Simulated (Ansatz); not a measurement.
Debugging a short molecular-dynamics run of CH₄Al, SMILES [CH3][AlH] (Ansatz's Python interface).

`run_md.py`:
```python
import ansatz as az
from ase import Atoms
import numpy as np

BASIS = "6-31G"
XC = "hf"
N_STEPS = 40
TEMPERATURE_K = 500


def main() -> None:
    atoms = Atoms(["C", "Al", "H", "H", "H", "H"], positions=[
        (-0.1421, -0.407, -0.5088),
        (0.9618, 0.7412, 0.6646),
        (-1.2181, -0.4925, -0.0616),
        (0.3545, -1.3439, -0.6785),
        (-0.3085, 0.1396, -1.5167),
        (0.3945, 1.2986, 2.0548),
    ])
    molecule = az.Crystal.molecule_from_ase(atoms)

    setup = (
        molecule.calculation()
        .basis(gaussian=BASIS)
        .functional(XC)
        .spin("collinear", total=1)
        .stress()
        .md("nve", timestep=1.0, steps=N_STEPS, temperature=TEMPERATURE_K, initial_velocities="maxwell_boltzmann", seed=26)
    )
    frames = []
    result = setup.session().plan().execute(on_event=lambda e: frames.append(e["data"]) if e["event"] == "md_step" else None)
    print("t (fs)   E_pot (eV)      E_kin (eV)   T (K)   d(0-1) (A)")
    for f in frames[::2]:
        xyz = np.array(f["positions_ang"])
        print(f"{f['time_fs']:6.2f} {f['lagrangian_ev']:14.5f} {f['e_kin_ev']:10.5f} {f['temperature_k']:8.1f} {np.linalg.norm(xyz[0] - xyz[1]):9.4f}")
    kept = np.array([f["conserved_ev"] for f in frames])
    print(f"conserved energy moves by at most {1000 * np.ptp(kept):.3f} meV")


if __name__ == "__main__":
    main()
```

```console
$ python run_md.py
Traceback (most recent call last):
  File "run_md.py", line 41, in <module>
    main()
    ~~~~^^
  File "run_md.py", line 31, in main
    result = setup.session().plan().execute(on_event=lambda e: frames.append(e["data"]) if e["event"] == "md_step" else None)
             ~~~~~~~~~~~~~^^
  ...
ansatz.RefusalError: invalid value for `basis.gaussian`: such a run doesn't read output.stress; remove what it names
```
(Library frames cut from the traceback.)

Find the fault and give the corrected script.

The fault: a molecule has no stress. The change:

```diff
--- before
+++ after
@@ -26,3 +26,2 @@
         .spin("collinear", total=1)
-        .stress()
         .md("nve", timestep=1.0, steps=N_STEPS, temperature=TEMPERATURE_K, initial_velocities="maxwell_boltzmann", seed=26)
```

After the fix:

`python run_md.py` gives:
```text
t (fs)   E_pot (eV)      E_kin (eV)   T (K)   d(0-1) (A)
  0.00    -7674.07290    0.25852    500.0    1.9783
  2.00    -7674.18672    0.36515    706.2    1.9609
  4.00    -7674.15214    0.33016    638.6    1.9460
  6.00    -7674.00091    0.18563    359.0    1.9312
  8.00    -7674.00856    0.18666    361.0    1.9191
 10.00    -7673.90390    0.08955    173.2    1.9162
 12.00    -7673.98575    0.16714    323.3    1.9239
 14.00    -7674.05692    0.23562    455.7    1.9380
 16.00    -7674.02538    0.20876    403.8    1.9521
 18.00    -7674.10835    0.28678    554.7    1.9645
 20.00    -7674.09508    0.27807    537.8    1.9788
 22.00    -7674.14156    0.32353    625.7    1.9965
 24.00    -7674.19397    0.37121    718.0    2.0162
 26.00    -7674.05410    0.23740    459.2    2.0342
 28.00    -7674.03569    0.21520    416.2    2.0472
 30.00    -7673.99389    0.17612    340.6    2.0566
 32.00    -7673.98231    0.16715    323.3    2.0667
 34.00    -7674.10730    0.28391    549.1    2.0783
 36.00    -7674.02872    0.21218    410.4    2.0887
 38.00    -7674.07082    0.25071    484.9    2.0928
 40.00    -7674.09485    0.27468    531.3    2.0907
conserved energy moves by at most 13.094 meV
```

Notes:
- Total energies depend on the basis set; only differences at equal settings carry meaning.
- The trajectory is only some femtoseconds long, so its temperature is not equilibrated; where the script doesn't relax first, it starts from a rough generated geometry.
- The run takes the species as open-shell (spin multiplicity 2), which needn't be its ground state.
- The temperature counts the internal degrees of freedom alone.
- With hydrogen a step over 0.5 fs is long.
- Timing: 13 s on 1 thread of Arm Neoverse V1, with other jobs on the host, peak memory 0.14 GiB.
